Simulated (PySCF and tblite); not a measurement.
Results of a calculation; reference values are marked as such.
## Conformer ensemble of C5H8O, numbered as in [CH3:1]/[CH:2]=[CH:3]/[C:4]([CH3:5])=[O:6]

Conformers came from 60 starts (ETKDG, MMFF94s, GFN2-xTB); geometries are GFN2-xTB. Free energies are CAM-B3LYP-D3(BJ)/def2-TZVP (IEF-PCM, chloroform) single points with GFN2-xTB rigid-rotor and vibrational terms (modes under about 100 cm⁻¹ blended into free rotors). Symmetry numbers and mirror images are counted. Conformers within 3 kcal/mol (GFN2-xTB free energy) were kept, 6 at most. GIAO shieldings: PBE0/pcSseg-1 (IEF-PCM, chloroform). TDDFT excitations: B3LYP/def2-SVPD (IEF-PCM, chloroform). Shifts are against TMS (¹H), TMS (¹³C) at the same level. Run with PySCF (density fitting) and tblite.

Torsions listed: C2–C3–C4–O6.

```tsv
conformer	shape	symmetry	E(GFN2) kcal/mol	E(DFT) kcal/mol	G(298.15 K) kcal/mol	weight %	dipole D
1	180°	Cs	1.21	0.00	0.00	50.2	5.04
2	-1°	Cs	0.00	0.23	0.00	49.8	3.90
```

Weights (%) against temperature:

| T (K) | 1 | 2 | S(mix) cal/mol/K |
| --- | --- | --- | --- |
| 220 | 52.1 | 47.9 | 1.38 |
| 260 | 51.0 | 49.0 | 1.38 |
| 298.15 | 50.2 | 49.8 | 1.38 |
| 340 | 49.6 | 50.4 | 1.38 |
| 380 | 49.1 | 50.9 | 1.38 |

Averaged shifts at 298.15 K. ¹H: 7.35 (H2, 1H), 6.32 (H3, 1H), 2.32 (H5, 3H), 2.18 (H1, 3H) ppm. ¹³C: 204.3 (C4), 157.9 (C2), 137.4 (C3), 31.6 (C5), 23.2 (C1) ppm.

Coordinates of conformer 1 (Å):

```xyz
14

C     2.237   -0.682    0.171
C     0.778   -0.420    0.060
C     0.248    0.776   -0.187
C    -1.186    1.087   -0.306
C    -2.165   -0.051   -0.135
O    -1.558    2.218   -0.535
H     2.541   -1.420   -0.571
H     2.466   -1.098    1.152
H     2.816    0.226    0.026
H     0.145   -1.288    0.195
H     0.893    1.635   -0.321
H    -2.055   -0.494    0.852
H    -3.178    0.328   -0.247
H    -1.982   -0.817   -0.884
```

Coordinates of conformer 2 (Å):

```xyz
14

C     2.486    0.419   -0.170
C     1.186   -0.094    0.327
C     0.008    0.076   -0.273
C    -1.233   -0.472    0.299
C    -2.476   -0.165   -0.502
O    -1.260   -1.115    1.326
H     2.927    1.087    0.571
H     2.371    0.955   -1.109
H     3.181   -0.408   -0.312
H     1.209   -0.652    1.255
H    -0.076    0.625   -1.200
H    -2.377   -0.582   -1.502
H    -3.351   -0.589   -0.016
H    -2.596    0.912   -0.593
```

Shifts are unscaled: against experiment ¹³C can be off by 15 ppm or more and ¹H by 0.8 ppm.

Search and properties took 110 s on 1 thread of Arm Neoverse V2, shared host (rough), launched as `OMP_NUM_THREADS=1 python ens_run.py task.json out`.
